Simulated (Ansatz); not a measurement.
A nudged elastic band was laid between two geometries of BFH₄S (7 atoms, charge 0, multiplicity 1).

These are results of RKS PBE0-D4/def2-SVP (Ansatz), not measurements.

```json
{"movable images": "9", "climbing image": "yes", "spring": "5.0 eV/Å²", "optimiser": "quadratic models (default)", "start path": "through a guess of the saddle point", "force threshold": "0.05 eV/Å", "iteration limit": "60", "end points": "relaxed"}
```

Image 0:

```xyz
7
Properties=species:S:1:pos:R:3
B -0.002 0.029 0.004
F -0.577 0.487 1.146
H 1.196 0.206 -0.118
H -0.706 -0.016 -0.987
S 0.115 -2.165 0.315
H -1.151 -2.395 0.729
H 0.596 -2.176 1.578
```

Image 10:

```xyz
7
Properties=species:S:1:pos:R:3
B 0.144 -0.530 -0.399
F -0.152 0.106 2.144
H 1.203 0.035 -0.461
H -0.898 -0.041 -0.738
S 0.232 -2.248 0.106
H -1.082 -2.560 0.031
H 0.025 -0.792 1.984
```

Question: What changes between the two ends?

Answer: Bonds broken: B1–F2, S5–H7. Bonds formed: F2–H7. BFH4S becomes BH3S + FH.

Question: Give the energies along the band, and the barrier.

Answer: The run converged. The highest image is number 6 of 0 to 10, 0.92 eV above the first end and 0.24 eV above the last; the last end lies 0.68 eV above the first. A vibrational analysis at the climbing image gives one clearly imaginary mode, 854i cm⁻¹: a first-order saddle point. The orbitals stay closed-shell, which can raise the energy where a bond breaks towards radicals; this wasn't checked here.

```
image  path coordinate (Å)  energy (eV)  B1–F2 (Å)  S5–H7 (Å)  F2–H7 (Å)
    0                 0.00         0.00       1.36       1.35       2.94
    1                 0.33         0.01       1.36       1.35       2.82
    2                 0.66         0.03       1.35       1.35       2.65
    3                 1.00         0.07       1.36       1.35       2.34
    4                 1.33         0.21       1.38       1.36       1.94
    5                 1.66         0.58       1.45       1.42       1.54
    6                 1.99         0.92       1.59       1.65       1.15
    7                 2.26         0.81       1.78       1.93       0.99
    8                 2.54         0.73       2.02       2.17       0.95
    9                 2.81         0.69       2.33       2.31       0.93
   10                 3.08         0.68       2.64       2.38       0.93
```

Question: What is the geometry of the highest image?

Answer: 
```xyz
7
Properties=species:S:1:pos:R:3
B 0.108 -0.300 -0.031
F -0.169 0.042 1.500
H 1.196 0.126 -0.324
H -0.871 -0.033 -0.679
S 0.265 -2.216 0.382
H -1.039 -2.549 0.252
H -0.017 -1.100 1.566
```

Question: What are the harmonic wavenumbers there?

Answer: 854i, 392, 470, 583, 639, 790, 886, 899, 1064, 1144, 1181, 1595, 2599, 2705, 2718 cm⁻¹.

Time of the run: 2.9 min on 1 thread of Arm Neoverse V1, with other jobs on the host, peak memory 0.12 GiB.
